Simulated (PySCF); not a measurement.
# Oscillator strengths, rates and cross-sections

Species: cyclopentanol, C₅H₁₀O.
Structure used (GFN2-xTB), in Å, numbered top down from 1:
```xyz
16
C5H10O angstrom
O      1.8464    0.9233   -0.6227
C      0.9524    0.4671    0.3722
C      0.6016   -1.0263    0.2197
C     -0.7101   -1.0337   -0.5607
C     -1.4599    0.1523    0.0375
C     -0.3767    1.2226    0.1860
H      2.6720    0.4324   -0.5535
H      1.3909    0.6599    1.3632
H      1.3958   -1.5740   -0.2882
H      0.4505   -1.4691    1.2053
H     -1.2520   -1.9731   -0.4615
H     -0.5118   -0.8509   -1.6172
H     -2.2860    0.4874   -0.5870
H     -1.8577   -0.1201    1.0168
H     -0.5766    1.9057    1.0091
H     -0.2863    1.8054   -0.7305
```

Method: TDDFT wB97X-D/def2-SVPD, vertical, gas phase, core orbitals frozen in the response (PySCF).

A / s⁻¹ = 0.6670 f (ν̃ / cm⁻¹)² and τ = 1/A in vacuum; |μ| follows from f = (2/3) ΔE |μ|² (atomic units, 1 au = 2.5417 D); ∫σ dE = 109.76 f Mb·eV.

These lifetimes count emission to the ground state at the vertical energy alone; relaxation of the geometry and all other decay channels are left out.

Energies and rates of the computed singlets with f of 0.002 or more:

```
state  E (eV)   A (s⁻¹)
   S1    7.20  1.44×10⁷
   S2    8.42  1.25×10⁸
   S3    8.59  2.94×10⁷
   S4    8.65  4.38×10⁷
   S5    9.04  1.51×10⁷
   S6    9.19  1.29×10⁷
   S7    9.35  2.52×10⁷
   S8    9.51  5.43×10⁷
```

Q: Which f and |μ| stand behind these rates?

A: f = A / (0.6670 ν̃²), and |μ| follows from f:

| state | f | \|μ\| (D) | τ | main configurations (H = HOMO, L = LUMO) |
| --- | --- | --- | --- | --- |
| S1 | 0.0064 | 0.48 | 70 ns | H→L (76%), H→L+1 (16%) |
| S2 | 0.041 | 1.13 | 8 ns | H→L+2 (40%), H→L+1 (28%), H→L (12%) |
| S3 | 0.0092 | 0.53 | 34 ns | H→L+2 (38%), H→L+1 (33%) |
| S4 | 0.013 | 0.64 | 23 ns | H-1→L (84%) |
| S5 | 0.0043 | 0.35 | 66 ns | H→L+3 (66%), H→L+5 (18%) |
| S6 | 0.0035 | 0.32 | 78 ns | H-2→L (37%), H-1→L+1 (25%), H-2→L+1 (25%) |
| S7 | 0.0066 | 0.43 | 40 ns | H-1→L+1 (35%), H-2→L+1 (14%), H-2→L (10%) |
| S8 | 0.014 | 0.62 | 18 ns | H→L+6 (21%), H→L+5 (12%), H→L+3 (10%) |

Q: How much energy does a mole of photons resonant with S2 carry?

A: 8.419 eV × 96.485 = 812 kJ/mol (194 kcal/mol).

Q: Suppose S1 emitted 0.3 eV lower with the same transition dipole. How would A change?

A: At fixed |μ|, A goes as the cube of the energy: (6.90/7.20)³ = 0.88, which makes τ about 79 ns.

Q: What is the integrated cross-section of all computed states together?

A: Σf = 0.098 over S1 to S8, so 109.76 × Σf ≈ 10.8 Mb·eV.

One conformer stands for the species.
